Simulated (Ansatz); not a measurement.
Input for Ansatz (development build ahead of 0.2.0):

```yaml
crystal:
  periodic: [false, false, false]
  atoms:
    - { symbol: H, position_ang: [0.0, 0.0, 1.1] }
    - { symbol: C, position_ang: [0.0, 0.0, 0.0] }
    - { symbol: C, position_ang: [1.45598, 0.0, -0.47014] }
    - { symbol: C, position_ang: [-0.72799, 1.26091, -0.47014] }
    - { symbol: C, position_ang: [-0.72799, -1.26091, -0.47014] }
    - { symbol: H, position_ang: [1.4865, 0.0, -1.55971] }
    - { symbol: H, position_ang: [1.96009, 0.88982, -0.09306] }
    - { symbol: H, position_ang: [1.96009, -0.88982, -0.09306] }
    - { symbol: H, position_ang: [-0.74325, 1.28735, -1.55971] }
    - { symbol: H, position_ang: [-1.75065, 1.25257, -0.09306] }
    - { symbol: H, position_ang: [-0.20943, 2.1424, -0.09306] }
    - { symbol: H, position_ang: [-0.74325, -1.28735, -1.55971] }
    - { symbol: H, position_ang: [-0.20943, -2.1424, -0.09306] }
    - { symbol: H, position_ang: [-1.75065, -1.25257, -0.09306] }
basis:
  gaussian: { orbitals: cc-pVDZ }
hamiltonian:
  xc: hf
correlation:
  method: mp2
  frozen_orbitals: { C: 1, H: 0 }
```

The input is written out in the form of the current development build from the run's settings.

Output:

* Converged: yes
* Reference energy: -157.30920 hartree
* Correlation energy: -0.59041 hartree
* Total energy: -157.89961 hartree
* Spin squared of the determinant: 0.000
